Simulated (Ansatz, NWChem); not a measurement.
C2H3F3 (SMILES FCC(F)F): from total energies to a heat of formation

C2H3F3: 8 atoms, total charge 0, spin state singlet. SMILES: `FCC(F)F`. Geometry: relaxed at PBE0-D4/def2-TZVP. This is one conformer, not always the lowest.

Total energies at TPSSh/cc-pVDZ (NWChem 7.3.0); the atoms run unrestricted:

```
species    state  energy (Eh)
 C2H3F3  singlet  -377.547474
      F  doublet   -99.725402
      C  triplet   -37.855744
      H  doublet    -0.499259
```

Harmonic wavenumbers at PBE0-D4/def2-TZVP, in cm⁻¹: 118, 244, 430, 478, 585, 916, 1113, 1136, 1140, 1176, 1270, 1343, 1399, 1458, 1488, 3071, 3088, 3135.

Measured heats of formation of the gaseous atoms at 298.15 K, in kJ/mol: F 79.4, C 716.9, H 218.0. Spin-orbit lowering of the atoms at 298 K (mean of the ground term's levels less their thermal mean, from spectra), in kJ/mol: F 1.29, C 0.02. Take 1 Eh = 2625.50 kJ/mol, 1 cm⁻¹ = 0.0119627 kJ/mol, RT = 2.479 kJ/mol.

Work out the heat of formation of the gas at 298 K.


1. Electronic atomisation energy: 3 × (-99.725402) + 2 × (-37.855744) + 3 × (-0.499259) − (-377.547474) = 1.162003 Eh = 3050.8 kJ/mol.
2. Zero-point energy: half the sum of the wavenumbers, 11794 cm⁻¹ = 141.1 kJ/mol.
3. Thermal vibrational enthalpy, Σ hcν̃/(exp(hcν̃/kT) − 1): 5.4 kJ/mol. Translation, rotation and pV of a non-linear molecule: 4 RT = 9.9 kJ/mol.
4. The 8 free atoms carry 5/2 RT each: 49.6 kJ/mol.
5. Spin-orbit coupling lowers the free atoms by 3 × 1.29 + 2 × 0.02 = 3.9 kJ/mol.
6. Atomisation enthalpy at 298 K: 3050.8 − 3.9 − 141.1 − 5.4 − 9.9 + 49.6 = 2940.1 kJ/mol.
7. Sum of the atoms' heats of formation: 2326.0 kJ/mol. Heat of formation: 2326.0 − 2940.1 = -614.1 kJ/mol.

The tabulated value is -730.7 kJ/mol (CRC Handbook of Chemistry and Physics; in doubt: semi-empirical heats miss it by far, so it may belong to another species or phase), so this level is off by +116.6 kJ/mol, or 3.8 % of the atomisation enthalpy that the table implies (3056.6 kJ/mol). Anharmonicity and any spin-orbit splitting of the molecule are left out.
